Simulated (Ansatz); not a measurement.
The input, for Ansatz 0.2.0:

```yaml
crystal:
  periodic: [false, false, false]
  atoms:
    - {symbol: Si, position_ang: [0.000000, 0.000000, 2.594004]}
    - {symbol: C, position_ang: [0.000000, 0.000000, -0.351967]}
    - {symbol: H, position_ang: [0.000000, 0.000000, -2.242037]}
basis:
  gaussian: {orbitals: 6-31G}
magnetization: {spin_polarized: false, initial_magnetization: 1}
hamiltonian: {xc: r2scan}
correlation: {active_space: {window: {electrons: 3, orbitals: 3}}}
```

```sh
$ ansatz run in.yaml --threads 1 --pin off --events-out ev --progress --plain --max-ram 2393MiB
```

Task: One thing in this input was set wrong on purpose, beside settings that are merely unusual. What is the gravest fault, and what does the program do?

Result: Active space on a functional. How the run ends: refused.
```
Error: invalid value for `correlation.active_space`: it starts from restricted Hartree–Fock orbitals; set hamiltonian.xc: hf without magnetization.spin_polarized
```
